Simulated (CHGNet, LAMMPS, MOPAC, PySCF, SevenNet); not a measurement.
# Ladder of methods for the lattice parameter a of rock-salt NaF

Reference value: 4.582 Å (measured, static lattice: zero-point anharmonic expansion removed; as tabulated in Mejia-Rodriguez and Trickey (2018), arXiv:1807.09216).

```tsv
level (code)	value (Å)	error (%)
ionic model catlow1977 (shell model, LAMMPS)	4.567	-0.33
AM1 semi-empirical Hartree-Fock (MOPAC)	4.849	+5.83
PM6 semi-empirical Hartree-Fock (MOPAC)	4.947	+7.97
CHGNet 0.3.0	4.701	+2.60
SevenNet-0	4.694	+2.44
PBE (PySCF)	4.706 ± 0.02	+2.71
Hartree–Fock (PySCF)	4.610 ± 0.02	+0.61
```

Once the reference is moved by up to 0.11 % (a margin picked here for doubts on the reference and the settings) and values within 0.10 % count as equal, the nearest can be ionic model catlow1977 (-0.33 %) or Hartree–Fock (+0.61 %). Farthest off among them: PM6 semi-empirical Hartree-Fock (MOPAC) (+7.97 %). Within 1 %: ionic model catlow1977, Hartree–Fock.

A ± on a computed value is a rough bar: the spread of its extrapolation, a floor set from checks against published values, or a statistical error. AM1 semi-empirical Hartree-Fock (MOPAC), PM6 semi-empirical Hartree-Fock (MOPAC): the method was fitted mainly to molecules. AM1 semi-empirical Hartree-Fock (MOPAC), PM6 semi-empirical Hartree-Fock (MOPAC): the run uses a supercell at the zone centre in place of a k mesh.

Empirical potentials (ionic model catlow1977) are fitted to chosen data: where that held the value shown, agreement is built in, and what lay outside the fit can be far off. Machine-learned potentials (CHGNet 0.3.0, SevenNet-0) are trained on DFT data: a solid inside that data is no test of them.

Differences are worked out from the printed values.
